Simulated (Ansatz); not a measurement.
## Sr3Ir: from a trial structure to a relaxed crystal

Level of theory: Ansatz 0.2.0, DFT PBE, scalar-relativistic, plane waves, PAW.

The start puts Sr3Ir on the Cu3Au (L1_2) structure type (Pm-3m, No. 221), with Ir in place of Au, Sr in place of Cu, at a guessed volume.

Input of the last, converged step (default PAW datasets):

```yaml
crystal:
  lattice:
    - [5.0137798454, 0.0, 0.0]
    - [0.0, 5.0137798454, 0.0]
    - [0.0, 0.0, 5.0137798454]
  atoms:
    - { symbol: Sr, position: [0.0, 0.5, 0.5] }
    - { symbol: Sr, position: [0.5, 0.0, 0.5] }
    - { symbol: Sr, position: [0.5, 0.5, 0.0] }
    - { symbol: Ir, position: [0.0, 0.0, 0.0] }
basis:
  ecutwfc: 420
kpoints:
  mp_grid: { grid: [10, 10, 10] }
hamiltonian:
  xc: pbe
scf:
  occupations: { method: gaussian, width: 0.1 }
output:
  forces: true
  stress: true
  eigenvalues: true
relax:
  adjacent_minimum: "off"
  f_tol: 0.01
  max_steps: 80
  cell: { stress_tol: 0.05 }
```

Launched as:

```bash
ansatz run input.yaml --threads 1 --pin off --max-ram 2560MiB --backend cpu --events-out ev --progress --plain --runs-dir out
```

It took 52 s on 1 thread of Intel(R) Xeon(R) Platinum 8259CL CPU @ 2.50GHz (Skylake/Cascade Lake), with other jobs on the host, peak memory 0.53 GiB.

The program printed at the end:

```
SCF converged after 9 iterations
Free energy (F): -22566.951944 eV
Harris-Foulkes:  -22566.951944 eV  (|F-HF|=7.28e-12)
Internal energy: -22566.934446 eV  (E = F + TS)
E sigma→0 (E₀):  -22566.943195 eV
Entropy (-TS):   -0.017498 eV (-4.374 meV/atom)
Fermi energy:    9.680027 eV
--- Per-component energies (eV) ---
  E_band       = -571.264549
  E_kinetic    = 1356.259440
  E_local      = -4056.528822  (includes V_loc(G=0)·N_el)
  E_nonlocal   = 683.318721
  E_hartree    = 1291.184820
  E_xc         = -784.825197
  E_vxc        = -781.996975  (∫ρ·V_xc dr)
  E_paw        = -17308.049641  (= ΣΔE_a)
  E_vpaw       = -354.686609  (= ΣTr[D̂ρ^β])
  E_aug_tail   = 0.000056  (compensation charges beyond the density's cutoff)
  E_ewald      = -3748.293823
  E_smearing   = -0.017498  (= −TS)
  E_closure    = 0.000000  (closes the sum)
  Σ components = -22566.951944   (vs F -22566.951944, Δ=0.00e0)
--- Forces (eV/Å), atoms counted from 1 ---
  atom   1  Sr     0.00000000     0.00000000     0.00000000
  atom   2  Sr     0.00000000     0.00000000     0.00000000
  atom   3  Sr     0.00000000     0.00000000     0.00000000
  atom   4  Ir     0.00000000     0.00000000     0.00000000
  max |Σ_I F_I| component: 9.40e-30 eV/Å
--- Stress (GPa, compression-positive) ---
        0.042813       0.000000       0.000000
        0.000000       0.042813       0.000000
        0.000000       0.000000       0.042813
  P = ⅓ Tr σ = 0.0428 GPa (0.428 kbar)
--- Relaxed structure (2 steps of the walk, 2 accepted, 1 SCFs on fresh bases) ---
  F+E_penalty+E_count = -22566.95194376 eV   max|allowed force component| = 8.168e-30 eV/Å   (the final SCF, on the basis selected at the relaxed cell)
  cell:  # Å, volume = 126.7087 Å³
    - [5.022680, 0.000000, 0.000000]
    - [0.000000, 5.022680, 0.0]
    - [0.000000, 0.0, 5.022680]
  atoms:
    - { symbol: Sr, position: [0.000000, 0.5, 0.5] }
    - { symbol: Sr, position: [0.5, 0.000000, 0.5] }
    - { symbol: Sr, position: [0.5, 0.5, 0.000000] }
    - { symbol: Ir, position: [0.000000, 0.000000, 0.000000] }
```

Total energies depend on the potentials used, so only differences within one code and one set of settings carry meaning.

The result has space group Pm-3m (No. 221). Around Sr lie 4 Ir at 3.55 Å and 8 Sr at 3.55 Å; Ir has 12 Sr at 3.55 Å.

Against the elements it lies at 0.26 eV/atom. Formation energies are uncorrected and refer to the elements' standard structures at the same level.

For metals, differences of a few meV/atom aren't resolved. Spin–orbit coupling is left out.

A structure relaxed within its symmetry needn't be a true minimum.